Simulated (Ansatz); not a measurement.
Born–Oppenheimer molecular dynamics of C$_{2}$H$_{3}$NO (7 atoms, charge 0, multiplicity 1). It starts from a relaxed structure.

Computed with RKS BHLYP/6-31G in Ansatz.

```
ensemble                      : NVE (velocity Verlet)
time step                     : 0.5 fs
steps asked                   : 150
starting velocities drawn for : 300 K
seed                          : 838942
```

First frame:

```xyz
7
Properties=species:S:1:pos:R:3
N -0.668 0.814 -0.228
C 0.004 -0.333 -0.102
C 1.388 -0.543 0.167
O -0.452 -1.485 -0.354
H -1.613 0.786 -0.557
H -0.231 1.701 -0.093
H 1.572 -0.941 1.168
```

**Question.** How far do the bonds stretch over the last three quarters of this one trajectory? (Pairs bonded in most of those frames.)

**Answer.** 
| bond | mean (Å) | spread (Å) | shortest | longest |
| --- | --- | --- | --- | --- |
| N1–C2 | 1.338 | 0.018 | 1.30 | 1.37 |
| N1–H5 | 1.001 | 0.017 | 0.97 | 1.03 |
| N1–H6 | 0.998 | 0.012 | 0.97 | 1.02 |
| C2–C3 | 1.426 | 0.028 | 1.38 | 1.48 |
| C2–O4 | 1.262 | 0.013 | 1.24 | 1.29 |
| C3–H7 | 1.093 | 0.014 | 1.06 | 1.12 |

Mean temperature of the second half: 154 K. The conserved energy stayed within 0.16 meV per atom of its start (net change 0.081 meV per atom), so the integration is sound. Over the second half the temperature averaged 0.51 of the 300 K drawn at the start: a run that starts near a minimum puts about half its kinetic energy into the potential. A run of 0.075 ps of so small a system gives no equilibrium averages. Limits of this set-up: no polarisation functions.

Run time: 2.2 min on 1 thread of Arm Neoverse V2 (shared host), peak memory 0.085 GiB.
